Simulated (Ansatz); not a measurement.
# CH₄BCl: basis-set convergence

One table from this session's results is given with a row withheld; the runs are named, their logs left out.

Method: one geometry, several basis sets; program: Ansatz 0.2.0, Gaussian basis.

The runs, in order: PBE0-D4/def2-SVP; ωB97M-V/def2-SVP; PBE0-D4/def2-QZVPP; ωB97M-V/def2-QZVPP; the functionals' def2-TZVPP values are taken from earlier runs.

## Structure used throughout

The geometry comes from an earlier relaxation with PBE0-D4 in a triple-zeta def2 set; it is a stationary point, not always the lowest conformer.

7 atoms, charge 0, spin multiplicity 1.

Atoms are counted from 1 here; the program's logs count them from 0.

Bond lengths: B1–C2 1.549 Å, B1–H4 1.198 Å, B1–H5 1.192 Å, C2–Cl3 1.783 Å, C2–H6 1.096 Å, C2–H7 1.096 Å. Angles: C2–B1–H4 116.7°, C2–B1–H5 122.9°, H4–B1–H5 120.3°, B1–C2–Cl3 116.9°, B1–C2–H6 109.5°, B1–C2–H7 109.5°, Cl3–C2–H6 107.6°, Cl3–C2–H7 107.6°, H6–C2–H7 105.0°.

Coordinates:

```tsv
atom	x (Å)	y (Å)	z (Å)
B1	-0.6859	-0.0128	-0.6355
C2	0.4432	-0.0999	0.4213
Cl3	1.3836	1.3851	0.7209
H4	-1.3164	-1.0115	-0.8341
H5	-0.9359	0.9863	-1.2360
H6	1.1494	-0.8888	0.1377
H7	0.0233	-0.4263	1.3798
```

Set-up of the first run:

Contents of in.yaml:

```yaml
crystal:
  periodic: [false, false, false]
  atoms:
    - {symbol: B, position_ang: [-0.685949, -0.012792, -0.635467]}
    - {symbol: C, position_ang: [0.443202, -0.099922, 0.421345]}
    - {symbol: Cl, position_ang: [1.383585, 1.385149, 0.720886]}
    - {symbol: H, position_ang: [-1.316351, -1.011467, -0.834061]}
    - {symbol: H, position_ang: [-0.935920, 0.986304, -1.236014]}
    - {symbol: H, position_ang: [1.149417, -0.888840, 0.137698]}
    - {symbol: H, position_ang: [0.023315, -0.426333, 1.379812]}
basis:
  gaussian: {orbitals: def2-SVP}
hamiltonian: {xc: pbe0, dispersion: d4}
output: {orbitals: {seedname: orbitals}}
```

The run is started by

```bash
$ ansatz run in.yaml --threads 2 --pin off --events-out ev --progress --plain --max-ram 4352MiB
```

Steps of the session up to this table: PBE0-D4 in def2-SVP; ωB97M-V in def2-SVP; PBE0-D4 in def2-QZVPP; ωB97M-V in def2-QZVPP.

One table of the session follows, with a row left open; its other results are not shown here.

It belongs to the step «Functionals by basis». 

```
functional       basis  HOMO (eV)  LUMO (eV)
   PBE0-D4    def2-SVP      -7.99      -1.68
   PBE0-D4  def2-TZVPP      -8.20      -1.79
   PBE0-D4  def2-QZVPP      -8.24      -1.81
   ωB97M-V    def2-SVP          ?          ?
   ωB97M-V  def2-TZVPP     -10.51       0.17
   ωB97M-V  def2-QZVPP     -10.56       0.08
```

**Question.** Estimate the row for ωB97M-V, def2-SVP.

The run gave: HOMO (eV): -10.26; LUMO (eV): 0.41. In the column «HOMO (eV)» it lies between ωB97M-V, def2-TZVPP (-10.51) and PBE0-D4, def2-QZVPP (-8.24).
